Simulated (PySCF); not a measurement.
**ClF4, doublet: structure and spectrum**

Method: PySCF, UPBE, basis Cl def2-SVP, F def2-SVP (no relativity, density fitting).

The structure is a minimum.

```xyz
5
charge 0 multiplicity 2, angstrom
Cl    0.0000    0.0000    0.1417
F     1.7569    0.0000   -0.0658
F     0.0000    1.7569   -0.0658
F    -1.7569    0.0000   -0.0658
F     0.0000   -1.7569   -0.0658
```

* Point group: C4v
* Bond lengths: Cl–F 1.769 Å (×4)
* Bond angles: F–Cl–F 89.2° (×4), F–Cl–F 166.5° (×2)
* Lowest empty level (β): -7.68 eV
* Principal quadrupole moments (Buckingham, traceless) about the centre of mass: -2.63, -2.63, 5.26 D Å
* Zero-point energy: 20.2 kJ/mol
* Rotational constants: 0.1425, 0.1425, 0.07187 cm⁻¹
* Atomisation energy without zero-point energy: 749 kJ/mol
* Enthalpy at 298.15 K above 0 K: 18.59 kJ/mol
* Dipole moment: 0.66 D
* Spin squared ⟨S²⟩: 0.752
* Heat capacity Cp at 298.15 K: 89.7 J/(mol K)
* Highest occupied level (α): -8.54 eV
* Entropy at 298.15 K and 1 bar (electronic part: spin only): 321.2 J/(mol K)
* Rotational symmetry number: 4
* Principal polarisabilities: 10.0, 39.0, 39.0 bohr³

Harmonic modes (masses in u: Cl 34.969, F 18.998):
| symmetry | ω (cm⁻¹) | IR (km/mol, summed over degenerate members) | μ (u) | type |
| --- | --- | --- | --- | --- |
| b1 | 131 | 0.0 | 19.00 | bend |
| e | 251 | 0.2 | 19.71 | bend |
| b2 | 290 | 0.0 | 19.00 | bend |
| a1 | 318 | 18.2 | 25.00 | bend |
| b1 | 415 | 0.0 | 19.00 | stretch |
| a1 | 512 | 8.2 | 20.49 | mixed |
| e | 603 | 381 | 26.16 | stretch |

In C4v the vibrations span 2b1 + 2e + b2 + 2a1. The b1, b2 modes carry no infrared intensity, as symmetry demands.

Charges (e):
```json
{"atom": "Cl1", "Mulliken": "1.01", "Löwdin": "1.09", "polar tensor": "1.63", "spin (Mulliken)": "0.32", "Mayer order to Cl1": "–"}
{"atom": "F2,3,4,5", "Mulliken": "-0.25", "Löwdin": "-0.27", "polar tensor": "-0.41", "spin (Mulliken)": "0.17", "Mayer order to Cl1": "0.72"}
```

Mulliken populations on Cl1: s 5.98, p 9.74, d 0.28.

This need not be the most stable arrangement of these atoms.

The final relaxation and frequency run took roughly 60 core-seconds on a shared host.
